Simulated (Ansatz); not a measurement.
We consider antifluorite Mg₂Ge, described by G0W0@HSE06 (Ansatz, a first-principles code, hard PAW, contour deformation).

The same calculation (at the measured cell, 21.691 Å³/atom) with different numerical settings; throughout: k mesh 2×2×2:

| run | response cutoff (eV) | empty bands | quasiparticle gap on the mesh (eV) | quasiparticle gap at Γ (eV) | rough time |
|---|---|---|---|---|---|
| 1 | 100 | 271 | 0.480 | 2.045 | 2 core-min |
| 2 | 150 | 499 | 0.538 | 2.035 | 5 core-min |
| 3 | 200 | 768 | 0.566 | 2.032 | 10 core-min |
| 4 | 250 | 1073 | 0.580 | 2.030 | 20 core-min |
| 5 | 300 | 1411 | 0.588 | 2.030 | 40 core-min |
| 6 | 400 | 2172 | 0.597 | 2.029 | 90 core-min |

In the column quasiparticle gap on the mesh (eV) the first row differs from the last by -0.117 and the next to last by -0.009.

The last row is no converged limit: other settings stay fixed.

Spin–orbit coupling is not included.

Note: filled d or f shells below the valence bands can shift G0W0 gaps through exchange with them, which wasn't tested here. Note: GW on a hybrid start was not checked against another program.
